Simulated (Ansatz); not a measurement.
**Worked example: building the atomization energy of CO, singlet**

Measured: the G2/97 heats of formation, with zero-point and thermal terms from B3LYP taken off, give an electronic atomization energy of 259.3 kcal/mol (Curtiss et al., J. Chem. Phys. 106, 1063 (1997); Staroverov et al., J. Chem. Phys. 119, 12129 (2003)). The calculation below tries to reproduce it.

Geometry (MP2(full)/6-31G*, from the G2/97 set):

```xyz
2

O     0.0000    0.0000    0.0000
C     0.0000    0.0000    1.1503
```

Atomization energies (atoms less molecule, kcal/mol) from Ansatz 0.2.0, frozen cores, restricted molecule, unrestricted atoms (their steps beyond CCSDT(Q) from restricted open-shell runs), sets cc-pVDZ, cc-pVTZ, cc-pVQZ:

```json
{"level": "HF", "DZ": "167.79", "TZ": "171.50", "QZ": "172.12"}
{"level": "CCSD(T)", "DZ": "241.33", "TZ": "251.26", "QZ": "255.43"}
{"level": "CCSDT", "DZ": "241.36", "TZ": "250.87", "QZ": "254.93"}
{"level": "CCSDT(Q)", "DZ": "242.03", "TZ": "251.57", "QZ": "255.68"}
{"level": "CCSDTQ", "DZ": "241.94", "TZ": "–", "QZ": "–"}
```

Q: Extrapolate Hartree–Fock with exp(−5.46 √X) and the CCSD(T) correlation part with X⁻³ (X = 3, 4), add each higher step from the largest set that has it, and compare with the measured value.

A: Hartree–Fock: 172.12 + (172.12 − 171.50) × 0.301 = 172.31.
Correlation: TZ 79.76, QZ 83.31; (64 × 83.31 − 27 × 79.76) / 37 = 85.90.
Full triples (QZ): 254.93 − 255.43 = -0.50.
(Q) (QZ): 255.68 − 254.93 = 0.75.
Full quadruples (DZ): 241.94 − 242.03 = -0.09.
Sum: 258.4 kcal/mol, 0.9 below the measured 259.3.

The steps beyond CCSD(T) add 0.16 kcal/mol, while going from QZ to the limit adds 2.78. Core correlation, scalar relativity, spin–orbit terms and the relaxation from this MP2 geometry are missing from the sum, and the measured value has its own uncertainty.
